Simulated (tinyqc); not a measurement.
Stretching all distances: RHF, UHF, MP2, CISD and CCSD against full CI in the sto-3g basis, for CH2, spin multiplicity 1. Computed by the program tinyqc with PySCF. All coordinates are multiplied by the scale. c0^2 is the weight of the RHF determinant in the lowest singlet FCI state (UHF is spin-contaminated and may lie near states of higher spin) and n(LUMO) the first natural occupation beyond the occupied space.

Geometry (angstrom):
```
atom       x        y       z
C     0.0000   0.0000  0.0000
H     0.0000   0.8170  0.6240
H     0.0000  -0.8170  0.6240
```

Full CI energy (hartree) and errors against it (kcal/mol):
```
scale  distance 1-2 (angstrom)     E(FCI)      RHF     UHF     MP2    CISD    CCSD  <S^2> UHF   c0^2  n(LUMO)
1.000                    1.028  -38.41166   34.135  13.614  14.260   1.552   0.307      0.791  0.926    0.116
1.190                    1.223  -38.42858   44.435  29.397  17.996   2.242   0.332      0.715  0.922    0.088
1.570                    1.614  -38.31783   82.527  68.866  34.089   7.209   0.514      1.019  0.842    0.138
1.760                    1.809  -38.25976  111.299  60.292  46.359  13.294   0.456      1.427  0.757    0.242
1.940                    1.994  -38.21722  143.565  43.489  59.234  21.998  -0.418      1.654  0.653    0.370
2.130                    2.190  -38.18714  180.761  29.529  72.138  33.534  -3.671      1.822  0.532    0.522
```

Estimate the missing row, scale = 1.38.

Computed row:
```
scale  distance 1-2 (angstrom)     E(FCI)     RHF     UHF     MP2   CISD   CCSD  <S^2> UHF   c0^2  n(LUMO)
1.380                    1.419  -38.38115  60.256  49.362  24.501  3.848  0.410      0.643  0.896    0.071
```

UHF lies below RHF over the whole range. The weight c0^2 goes from 0.93 to 0.53 and n(LUMO) from 0.12 to 0.52: static correlation grows as the bonds break into open-shell fragments. The spread of the error along the curve, which distorts its shape, is CCSD 4.2, CISD 32.0, UHF 55.3, MP2 57.9, RHF 146.6 kcal/mol. Below FCI somewhere: CCSD, as non-variational methods may be. The table stops here: at scale 2.32 and beyond, the reference weight falls under 0.45 or RHF, UHF or CCSD hop between solutions, so those rows were left out and the spreads given cover only the rows shown. As computed, partly on other solutions, the errors there reach in size RHF 218, UHF 21, MP2 85, CISD 46, CCSD 9 kcal/mol.
